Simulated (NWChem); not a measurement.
Program: NWChem. System: hydroxide (HO (-1)), charge -1, spin multiplicity 1, at a geometry optimised with PBE0/def2-SVP. Level: MP2/def2-TZVPD, 1 core orbitals frozen.

Input file:

```
start mol
memory heap 200 mb stack 800 mb global 1000 mb
charge -1
geometry units angstroms nocenter noautoz
  O      0.000000     0.000000     0.108959
  H      0.000000     0.000000    -0.871672
  symmetry group C2v
end
basis spherical
  * library def2-tzvpd
end
scf
  rhf
  nopen 0
  maxiter 100
  thresh 1e-7
  semidirect memsize 60000000 filesize 0
end
mp2
  freeze core 1
end
task mp2 energy
```

Output (cleaned and shortened):

```
             Northwest Computational Chemistry Package (NWChem) 7.3.0
             --------------------------------------------------------

                                NWChem Input Module
                                -------------------

 Scaling coordinates for geometry "geometry" by  1.889725989
 (inverse scale =  0.529177249)

 Turning off AUTOSYM since
 SYMMETRY directive was detected!

                             Geometry "geometry" -> ""
                             -------------------------

 Output coordinates in angstroms (scale by  1.889725989 to convert to a.u.)

  No.       Tag          Charge          X              Y              Z
 ---- ---------------- ---------- -------------- -------------- --------------
    1 O                    8.0000     0.00000000     0.00000000     0.10895900
    2 H                    1.0000     0.00000000     0.00000000    -0.87167200

 Effective nuclear repulsion energy (a.u.)       4.3170346359

            Nuclear Dipole moment (a.u.)
            ----------------------------
        X                 Y               Z
 ---------------- ---------------- ----------------
     0.0000000000     0.0000000000     0.0000000000

      Symmetry information
      --------------------

 Group name             C2v
 Group number             16
 Group order               4
 No. of unique centers     2

      Symmetry unique atoms

     1    2


 Summary of "ao basis" -> "" (spherical)
 ------------------------------------------------------------------------------
       Tag                 Description            Shells   Functions and Types
 ---------------- ------------------------------  ------  ---------------------
 *                         def2-tzvpd                 on all atoms

 Summary of "ao basis" -> "ao basis" (spherical)
 ------------------------------------------------------------------------------
       Tag                 Description            Shells   Functions and Types
 ---------------- ------------------------------  ------  ---------------------
 O                         def2-tzvpd               14       40   6s4p3d1f
 H                         def2-tzvpd                5        9   3s2p

                                 NWChem SCF Module
                                 -----------------

  ao basis        = "ao basis"
  functions       =    49
  atoms           =     2
  closed shells   =     5
  open shells     =     0
  charge          =  -1.00
  wavefunction    = RHF
  use symmetry    = T
  symmetry adapt  = T

 Summary of "ao basis" -> "ao basis" (spherical)
 ------------------------------------------------------------------------------
       Tag                 Description            Shells   Functions and Types
 ---------------- ------------------------------  ------  ---------------------
 O                         def2-tzvpd               14       40   6s4p3d1f
 H                         def2-tzvpd                5        9   3s2p

      Symmetry analysis of basis
      --------------------------

        a1         23
        a2          4
        b1         11
        b2         11

 Forming initial guess at       0.2s

      Superposition of Atomic Density Guess
      -------------------------------------

 Sum of atomic energies:         -75.28423846

 Renormalizing density from       9.00 to     10

      Non-variational initial energy
      ------------------------------

 Total energy =     -79.872487
 1-e energy   =    -124.411981
 2-e energy   =      40.222460
 HOMO         =       0.197728
 LUMO         =       0.289200

      Symmetry analysis of molecular orbitals - initial
      -------------------------------------------------

 !! scf_movecs_sym_adapt:   30 vectors were symmetry contaminated

  Symmetry fudging

 !! scf_movecs_sym_adapt:   28 vectors were symmetry contaminated

  Numbering of irreducible representations:

     1 a1          2 a2          3 b1          4 b2

  Orbital symmetries:

     1 a1          2 a1          3 a1          4 b1          5 b2
     6 a1          7 a1          8 b1          9 b2         10 a1
    11 b1         12 b2         13 a1         14 a1         15 a2

 Starting SCF solution at       0.6s

 ----------------------------------------------
         Quadratically convergent ROHF

 Convergence threshold     :          1.000E-07
 Maximum no. of iterations :          100
 Final Fock-matrix accuracy:          1.000E-09
 ----------------------------------------------

              iter       energy          gnorm     gmax       time
             ----- ------------------- --------- --------- --------
                 1      -74.8941384929  3.16D+00  8.97D-01      0.6
                 2      -75.3638868825  7.58D-01  2.70D-01      0.6
                 3      -75.4035565332  4.62D-01  1.34D-01      0.7
                 4      -75.4120886184  8.74D-02  2.87D-02      0.7
                 5      -75.4130780820  5.01D-03  1.79D-03      0.7
                 6      -75.4130825208  1.06D-05  4.07D-06      0.8
                 7      -75.4130825208  1.80D-09  5.52D-10      0.8

       Final RHF  results
       ------------------

         Total SCF energy =    -75.413082520822
      One-electron energy =   -116.351321057163
      Two-electron energy =     36.621203900481
 Nuclear repulsion energy =      4.317034635860

        Time for solution =      0.2s

       Symmetry analysis of molecular orbitals - final
       -----------------------------------------------

  Numbering of irreducible representations:

     1 a1          2 a2          3 b1          4 b2

  Orbital symmetries:

     1 a1          2 a1          3 a1          4 b2          5 b1
     6 a1          7 b1          8 b2          9 a1         10 a1
    11 b2         12 b1         13 a1         14 a1         15 a2

             Final eigenvalues
             -----------------

              1
    1  -20.1886
    2   -0.8982
    3   -0.2485
    4   -0.1096
    5   -0.1096
    6    0.2716
    7    0.3244
    8    0.3244
    9    0.3358
   10    0.4762
   11    0.4956
   12    0.4956
   13    0.6083
   14    0.7521
   15    0.7521

                       ROHF Final Molecular Orbital Analysis
                       -------------------------------------

 Vector    3  Occ=2.000000D+00  E=-2.485104D-01  Symmetry=a1
              MO Center=  2.8D-16,  1.5D-16, -3.3D-02, r^2= 9.2D-01
   Bfn.  Coefficient  Atom+Function         Bfn.  Coefficient  Atom+Function
  ----- ------------  ---------------      ----- ------------  ---------------
     9      0.356440  1 O  pz                12      0.307107  1 O  pz
    42     -0.246055  2 H  s                  5      0.198562  1 O  s
    15      0.163297  1 O  pz                 4      0.159736  1 O  s
    41     -0.159452  2 H  s                 43     -0.157012  2 H  s

 Vector    4  Occ=2.000000D+00  E=-1.095871D-01  Symmetry=b2
              MO Center=  7.7D-30, -9.2D-15,  6.9D-02, r^2= 9.4D-01
   Bfn.  Coefficient  Atom+Function         Bfn.  Coefficient  Atom+Function
  ----- ------------  ---------------      ----- ------------  ---------------
     8      0.432254  1 O  py                11      0.387572  1 O  py
    14      0.310997  1 O  py

 Vector    5  Occ=2.000000D+00  E=-1.095871D-01  Symmetry=b1
              MO Center= -4.7D-15,  3.9D-30,  6.9D-02, r^2= 9.4D-01
   Bfn.  Coefficient  Atom+Function         Bfn.  Coefficient  Atom+Function
  ----- ------------  ---------------      ----- ------------  ---------------
     7      0.432254  1 O  px                10      0.387572  1 O  px
    13      0.310997  1 O  px

 Vector    6  Occ=0.000000D+00  E= 2.716287D-01  Symmetry=a1
              MO Center= -2.3D-15, -4.2D-15, -1.5D+00, r^2= 7.4D+00
   Bfn.  Coefficient  Atom+Function         Bfn.  Coefficient  Atom+Function
  ----- ------------  ---------------      ----- ------------  ---------------
    43      4.273491  2 H  s                  6     -3.690928  1 O  s
    18      1.504197  1 O  pz                49      1.183726  2 H  pz
     5     -1.133854  1 O  s                 15      0.663944  1 O  pz
     4      0.295650  1 O  s                 31     -0.236756  1 O  d  0

 Vector    7  Occ=0.000000D+00  E= 3.244281D-01  Symmetry=b1
              MO Center=  2.6D-15,  5.0D-31,  5.0D-01, r^2= 9.2D+00
   Bfn.  Coefficient  Atom+Function         Bfn.  Coefficient  Atom+Function
  ----- ------------  ---------------      ----- ------------  ---------------
    16      1.633160  1 O  px                47     -0.794922  2 H  px
    13     -0.260742  1 O  px                32      0.246587  1 O  d  1

 Vector    8  Occ=0.000000D+00  E= 3.244281D-01  Symmetry=b2
              MO Center=  1.1D-30,  4.7D-15,  5.0D-01, r^2= 9.2D+00
   Bfn.  Coefficient  Atom+Function         Bfn.  Coefficient  Atom+Function
  ----- ------------  ---------------      ----- ------------  ---------------
    17      1.633160  1 O  py                48     -0.794922  2 H  py
    14     -0.260742  1 O  py                30     -0.246587  1 O  d -1

 center of mass
 --------------
 x =   0.00000000 y =   0.00000000 z =   0.09606006

 moments of inertia (a.u.)
 ------------------
           3.255794984268           0.000000000000           0.000000000000
           0.000000000000           3.255794984268           0.000000000000
           0.000000000000           0.000000000000           0.000000000000

  Mulliken analysis of the total density
  --------------------------------------

    Atom       Charge   Shell Charges
 -----------   ------   -------------------------------------------------------
    1 O    8     9.14   0.79  1.18  0.58  0.93  0.38  0.02  1.79  1.97  1.23  0.25  0.00  0.01  0.00  0.00
    2 H    1     0.86   0.25  0.39  0.12  0.05  0.06

       Multipole analysis of the density wrt the origin
       ------------------------------------------------

     L   x y z        total         open         nuclear
     -   - - -        -----         ----         -------
     0   0 0 0     -1.000000      0.000000      9.000000

     1   1 0 0      0.000000      0.000000      0.000000
     1   0 1 0      0.000000      0.000000      0.000000
     1   0 0 1     -0.576771      0.000000      0.000000

     2   2 0 0     -7.523368      0.000000      0.000000
     2   1 1 0      0.000000      0.000000      0.000000
     2   1 0 1      0.000000      0.000000      0.000000
     2   0 2 0     -7.523368      0.000000      0.000000
     2   0 1 1      0.000000      0.000000      0.000000
     2   0 0 2     -5.752549      0.000000      3.052505

                   NWChem MP2 Semi-direct Energy/Gradient Module
                   ---------------------------------------------

  Basis functions       =     49
  Molecular orbitals    =     49
  Frozen core           =      1
  Frozen virtuals       =      0
  Active alpha occupied =      4
  Active beta occupied  =      4
  Active alpha virtual  =     44
  Active beta virtual   =     44
  Use MO symmetry       = T
  Use skeleton AO sym   = T

  AO/Fock/Back tols     =   1.0D-09  1.0D-09  1.0D-09

 GA uses MA = F    GA memory limited = T

 Available:
  local mem=  1.15D+08
 global mem=  1.31D+08
 local disk=  0.00D+00
  mp2_memr nvloc                    44
  nvloc new                    44
   1 passes of   4:        3145728                      13694                    737212.
   1 passes of   4: M    114684895           G      131067198           F     111539167.

 Semi-direct pass number   1 of   1  for RHF alpha+beta  at        1.0s
  vrange nnbf                  1225
  mp2_eaftype                    10  avail_ma_in_mb                   999
 EAF : mp2_eaftype filesize          10     368606.
  mp2_eaf for mointskh                     10
Node 0 wrote      1.7 Mb in      0.0 s     Agg I/O rate:   995.6 Mb/s
 Done moints_semi at        1.6s
  mp2_eaftype                    10  avail_ma_in_mb                   989
 EAF : mp2_eaftype filesize          10     368606.
  mp2_eaf for kh                    10
 Done maket at        1.6s
 Done multipass loop at        1.6s

          -------------------------------------------
          SCF energy                 -75.413082520822
          Correlation energy          -0.281487383864
          Singlet pairs               -0.172072740725
          Triplet pairs               -0.109414643139
          Total MP2 energy           -75.694569904686
          -------------------------------------------

          ---------------------------------------------------
                    Spin Component Scaled (SCS) MP2
          Same spin pairs                     -0.072943095426
          Same spin scaling factor             0.333333333333
          Opposite spin pairs                 -0.208544288438
          Opposite spin scaling fact.          1.200000000000
          SCS-MP2 correlation energy          -0.274567511267
          Total SCS-MP2 energy               -75.687650032090
          ---------------------------------------------------

 -----------------------
 Performance information
 -----------------------

 Timer overhead =  2.61D-07 seconds/call

               Nr. of calls         CPU time (s)                 Wall time (s)                GFlops
             ---------------    -------------------     ------------------------------   -------------------
Name         Min   Avg   Max    Min     Avg     Max     Min     Avg     Max   Mx/calls   Min     Max     Sum
mp2: moin     1     1     1   0.66    0.66    0.66     0.66    0.66    0.66    0.66      0.0     0.0     0.0
mp2: make     1     1     1   3.23E-2 3.23E-2 3.23E-2  3.23E-2 3.23E-2 3.23E-2 3.23E-2   0.0     0.0     0.0
mp2: tota     1     1     1   0.77    0.77    0.77     0.77    0.77    0.77    0.77      0.0     0.0     0.0

 The average no. of pstat calls per process was 3.00D+00
 with a timing overhead of 7.84D-07s

 Task  times  cpu:        1.6s     wall:        1.6s

 Total times  cpu:        1.7s     wall:        1.7s
```
